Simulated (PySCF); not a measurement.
## Ionising CH

PBE0; H aug-pcseg-1, C aug-pcseg-1; no relativity (PySCF 2.14). Neutral (UKS): doublet (π ↑), Re = 1.131 Å, ωe = 2866 cm⁻¹, De = 3.58 eV, HOMO -7.44 eV, LUMO -3.88 eV.

CH⁻ (UKS): triplet (π ↑↑), Re = 1.145 Å, ωe = 2650 cm⁻¹, De = 3.53 eV to H + C⁻. The energies at the minima are -38.41973 hartree for CH and -38.47094 for CH⁻.

(1) Work out the adiabatic electron affinity, without and with harmonic zero-point energies (1 hartree = 27.2114 eV, 1 eV = 8065.5 cm⁻¹), and the change of the bond length.

For an ion De counts to the pair picked by the measured ionisation energies or electron affinities, which need not be the lowest pair at this level. The highest Kohn–Sham level is positive in this anion. Much of that is self-interaction error, but it also means that the finite basis helps to hold the extra electron. States were picked by a PBE0 search and need not be the measured ground states.

## Answers

(1) At PBE0: 0.05121 hartree = 1.393 eV between the minima; the zero-point term (2866.0 − 2650.0)/2 cm⁻¹ = +0.013 eV makes it 1.407 eV. Re changes by +1.4 pm against the neutral. The electron enters a π orbital, which is non-bonding in a hydride.
